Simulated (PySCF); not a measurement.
Basis-set dependence of OH⁺ at r²SCAN

PySCF, UKS reference; triplet, unpaired electrons π ↑↑; De to H⁺ + O without counterpoise correction.

| basis | relativity | functions | Re (Å) | ωe (cm⁻¹) | De (eV) | μ (D) |
| --- | --- | --- | --- | --- | --- | --- |
| def2-SVP | no relativity | 19 | 1.042 | 3069 | 5.29 | -2.36 |
| def2-SVPD | no relativity | 31 | 1.040 | 3052 | 5.16 | -2.31 |
| aug-pcseg-1 | no relativity | 32 | 1.042 | 3006 | 5.14 | -2.25 |
| def2-TZVPPD | no relativity | 57 | 1.035 | 3058 | 5.26 | -2.26 |

How does each smaller set differ from the one with most functions, def2-TZVPPD?

def2-SVP: +0.7 pm, +0.4 % in ωe, +0.03 eV in De; def2-SVPD: +0.5 pm, -0.2 % in ωe, -0.10 eV in De; aug-pcseg-1: +0.7 pm, -1.7 % in ωe, -0.12 eV in De. All at r²SCAN; the set with most functions is neither the basis-set limit nor always the best.

A positive dipole points towards O; it is taken about the centre of mass and depends on that origin. For an ion De counts to the pair picked by the measured ionisation energies or electron affinities, which need not be the lowest pair at this level. The state is the lowest determinant that a PBE0 search found; another state may lie lower at other levels.
